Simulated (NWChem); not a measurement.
## Correlation energy of B (+1)

```xyz
1

B      0.0000     0.0000     0.0000
```
Charge +1, spin multiplicity 1.

Everything below was run with NWChem.

Basis set: cc-pVQZ. Each correlation energy counts from its own Hartree-Fock reference.

The correlated methods keep 1 core orbital frozen. Coupled-cluster values serve here as a point of comparison, not as the truth.

### Question
For the correlation energy, RI-MP2 gives -38.0 mHa and MP2 gives -38.0 mHa. What do SCS-MP2, CCSD, CR-CCSD[T] give?

### Answer
SCS-MP2: -45.7 mHa; CCSD: -61.0 mHa; CR-CCSD[T]: -61.0 mHa.
